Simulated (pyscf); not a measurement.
Single points on ωB97X-D3(BJ)/def2-SVP structures (PySCF, gas phase).

SMILES: [O]=[NbH]([F])[F]
```xyz
5

O      1.7220    -0.7491    -0.8638
Nb     0.2245    -0.1144    -0.4663
F      0.1184     1.6501    -1.0429
F     -1.1183    -1.2534    -1.0641
H      0.2375    -0.1325     1.3001
```

Question: What is the homolytic dissociation enthalpy (298 K, ωB97M-D3(BJ)/def2-TZVP) of the H–Nb bond of O=NbH(F)–F, to [O=Nb(F)–F]• + H•?

Answer: H–Nb to [O=Nb(F)–F]• + H•: 71.9 kcal/mol. The 7 functionals that were run give +67.0 (M06-2X) to +73.2 kcal/mol (ωB97X-D3(BJ)/def2-TZVP). The radicals are drawn with the spin at the cut bond; how far it spreads was not checked. Other isomers of [O=Nb(F)–F]• were not searched in full and may lie lower. Open-shell species with a d-block atom are single-reference here; other states, and whether the spin sits on metal or ligand, were not checked. Elements past Kr carry the def2 core potentials, without spin-orbit coupling.
